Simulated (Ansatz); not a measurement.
```yaml
crystal:
  periodic: [false, false, false]
  atoms:
    - {symbol: Co, position_ang: [-0.394312, 0.003854, 0.002249]}
    - {symbol: C, position_ang: [1.472672, -0.014395, -0.008399]}
    - {symbol: H, position_ang: [1.825409, -1.053920, -0.004157]}
    - {symbol: H, position_ang: [1.845715, 0.505412, 0.883637]}
    - {symbol: H, position_ang: [1.835376, 0.494683, -0.910887]}
basis:
  gaussian: {orbitals: def2-TZVP}
total_charge: 1
magnetization: {spin_polarized: true, initial_magnetization: 1}
hamiltonian: {xc: pbe0}
relax: {f_tol: 0.004, max_steps: 80}
```

```sh
$ ansatz run in.yaml --threads 1 --pin off --events-out ev --progress --plain --max-ram 2176MiB
```

Steps of the relaxation (energy above the last step; positions in Å, forces in eV/Å):

```
5
step 1, 83.5 meV
Co   -0.394    0.004    0.002   -0.541    0.005    0.003
C     1.473   -0.014   -0.008    1.705   -0.016   -0.011
H     1.825   -1.054   -0.004   -0.389   -0.071    0.002
H     1.846    0.505    0.884   -0.387    0.042    0.066
H     1.835    0.495   -0.911   -0.388    0.040   -0.061
```

```
5
step 2, 26.0 meV
Co   -0.373    0.004    0.002   -0.459    0.004    0.003
C     1.510   -0.015   -0.009    1.023   -0.010   -0.006
H     1.805   -1.073   -0.004   -0.187    0.074    0.001
H     1.826    0.515    0.900   -0.189   -0.035   -0.062
H     1.816    0.504   -0.927   -0.188   -0.034    0.064
```

```
5
step 3, 0.1 meV
Co   -0.384    0.004    0.002    0.011    0.000    0.000
C     1.554   -0.015   -0.009    0.043   -0.001    0.000
H     1.794   -1.083   -0.004   -0.018    0.049    0.000
H     1.815    0.520    0.909   -0.019   -0.024   -0.042
H     1.805    0.509   -0.936   -0.018   -0.024    0.042
```

```
5
step 5, 0.0 meV
Co   -0.382    0.004    0.002   -0.002    0.000    0.000
C     1.555   -0.015   -0.009    0.000    0.000    0.000
H     1.793   -1.082   -0.004    0.000    0.001    0.000
H     1.814    0.520    0.908    0.000    0.000   -0.001
H     1.804    0.509   -0.935    0.000    0.000    0.001
```

Close pairs at the end: C2–H4 1.093 Å, C2–H3 1.093 Å, C2–H5 1.093 Å, Co1–C2 1.937 Å.

A stationary point of unrestricted PBE0 after 5 steps, with ⟨S²⟩ = 1.770 against 0.75 for a pure state; no frequencies were run, so it isn't proven a minimum. 90 s on 1 thread of Intel Xeon 6975P-C, shared host.
